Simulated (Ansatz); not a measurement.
# PHS₂ (singlet): the correlation ladder at a displaced geometry (v2), cc-pVDZ

The task here is to estimate one member of a computed series from the others.

Method: cc-pVDZ, core rule «outside noble gas», up to 15 orbitals frozen; program: Ansatz 0.2.0, Gaussian basis.

The runs, in order: UHF; CCSD(T) on RHF; CCSD(T) on UHF; BCCD(T) on RHF; CISD; CCSDT(Q) on RHF.

8 further runs of the same task are left out: 3 that didn't finish, 5 set aside as unsound or not needed.

### What is computed

The geometry is a PBE0/def2-TZVP stationary point (not a proven minimum) with its atoms shifted at random (size 0.100 Å).

4 atoms, charge 0, spin multiplicity 1.

Atoms are counted from 1 here; the program's logs count them from 0.

Bond lengths: S1–P2 2.096 Å, S1–H4 1.300 Å, P2–S3 1.940 Å. Angles: P2–S1–H4 96.3°, S1–P2–S3 105.9°.

Coordinates:

```xyz
4
charge 0, multiplicity 1
S     0.0826   -0.3934    1.6166
P    -0.0822    0.8081   -0.0930
S    -0.0056   -0.4055   -1.6047
H     0.0775    0.5802    2.4774
```

Set-up of the first run:

in.yaml reads:

```yaml
crystal:
  periodic: [false, false, false]
  atoms:
    - {symbol: S, position_ang: [0.082631, -0.393369, 1.616590]}
    - {symbol: P, position_ang: [-0.082243, 0.808148, -0.092960]}
    - {symbol: S, position_ang: [-0.005623, -0.405514, -1.604669]}
    - {symbol: H, position_ang: [0.077486, 0.580207, 2.477427]}
basis:
  gaussian: {orbitals: cc-pVDZ}
magnetization: {spin_polarized: true, initial_magnetization: 0}
hamiltonian: {xc: hf}
output: {orbitals: {seedname: orbitals}}
```

Run with:

```console
ansatz run in.yaml --threads 1 --pin off --events-out ev --progress --plain --max-ram 2393MiB
```

Steps of the session up to this table: UHF; CCSD(T) on RHF; CCSD(T) on UHF; BCCD(T) on RHF; CISD; CCSDT(Q) on RHF.

One of the session's tables, all rows but one given; the rest of the session is left out.

```
   method  from RCCSDT(Q) (meV)
      RHF              +11694.3
      UHF                     ?
     RMP2               +1478.2
     CISD               +2054.2
    RCCSD                +554.2
 RCCSD(T)                 +79.6
  BCCD(T)                 +76.1
   RCCSDT                 +47.4
RCCSDT(Q)                     0
```

**Question.** Estimate the row for UHF.

As computed: from RCCSDT(Q) (meV): +11666.3. In the column «from RCCSDT(Q) (meV)» it lies between CISD (+2054.2) and RHF (+11694.3).

Not comparable, so not listed: CCSD(T) on UHF (they don't share determinant, frozen orbitals or solution with the rows shown, or repeat one).

To keep in mind: Warnings: restricted reference is unstable; spin contamination.
